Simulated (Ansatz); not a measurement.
**BH₂O (doublet): wave-function methods side by side at distance O2–H4 = 1.179 Å, cc-pVDZ**

The task here is to estimate one member of a computed series from the others.

Computed with Ansatz 0.2.0, Gaussian basis. Level: cc-pVDZ, core rule «outside noble gas», up to 2 orbitals frozen.

The runs, in order: UHF; CCSD(T) on ROHF; CCSD(T) on UHF; BCCD(T) on ROHF; CISD; CCSDT(Q) on ROHF; CCSDT(Q) on UHF; CASSCF and MRCISD+Q, 3 electrons in 3 orbitals; CASSCF and NEVPT2, 3 electrons in 3 orbitals.

39 further runs of the same task are left out: 12 for a known fault of the program, 3 for a mislabelled method, 19 that didn't finish, 5 set aside as unsound or not needed.

**The system**

The geometry derives from a PBE0/def2-TZVP stationary point (not a proven minimum). One bond is set to the value named and the two fragments are kept rigid.

4 atoms, charge 0, spin multiplicity 2.

Atoms are counted from 1 here; the program's logs count them from 0.

Bond lengths: B1–O2 1.333 Å, B1–H3 1.201 Å, O2–H4 1.179 Å. Angles: O2–B1–H3 121.0°, B1–O2–H4 114.7°.

As a file:

```
B     0.00000   -0.23280    0.74666
O     0.00000    0.16636   -0.52523
H     0.00000    0.56460    1.64431
H     0.00000   -0.70832   -1.31578
```

The first run:

Input file in.yaml:

```yaml
crystal:
  periodic: [false, false, false]
  atoms:
    - {symbol: B, position_ang: [0.000000, -0.232800, 0.746662]}
    - {symbol: O, position_ang: [0.000000, 0.166360, -0.525226]}
    - {symbol: H, position_ang: [0.000000, 0.564601, 1.644309]}
    - {symbol: H, position_ang: [0.000000, -0.708323, -1.315777]}
basis:
  gaussian: {orbitals: cc-pVDZ}
magnetization: {spin_polarized: true, initial_magnetization: 1}
hamiltonian: {xc: hf}
output: {orbitals: {seedname: orbitals}}
```

Run with:

```console
$ ansatz run in.yaml --threads 1 --pin off --events-out ev --progress --plain --max-ram 2393MiB
```

Among the steps run: UHF; CCSD(T) on ROHF; CCSD(T) on UHF; BCCD(T) on ROHF; CISD; CCSDT(Q) on ROHF; CCSDT(Q) on UHF; CASSCF and MRCISD+Q, 3 electrons in 3 orbitals; CASSCF and NEVPT2, 3 electrons in 3 orbitals.

One table of the session follows, with a row left open; its other results are not shown here.

It belongs to the step «Misses and costs». 

```
       method  from UCCSDT(Q) (kJ/mol)
         ROHF                   +762.4
          UHF                        ?
         RMP2                    +68.2
         UMP2                    +67.6
         CISD                    +72.3
        RCCSD                    +22.9
        UCCSD                    +22.8
     RCCSD(T)                     +3.7
     UCCSD(T)                     +3.7
      BCCD(T)                     +3.7
       RCCSDT                     +2.2
       UCCSDT                     +2.2
    RCCSDT(Q)                     +0.3
    UCCSDT(Q)                        0
  CASSCF pair                   +684.1
  NEVPT2 pair                    +66.0
  MRCISD pair                    +60.3
MRCISD+Q pair                    +11.2
```

Estimate the missing values for UHF.

**Answer.** from UCCSDT(Q) (kJ/mol): +758.9. In the column «from UCCSDT(Q) (kJ/mol)» it lies between CASSCF pair (+684.1) and ROHF (+762.4).

Limits of these values: Restricted and unrestricted rows rest on different reference determinants; where their highest levels disagree by more than a few hundredths of an eV, they describe different states and don't form one ladder.
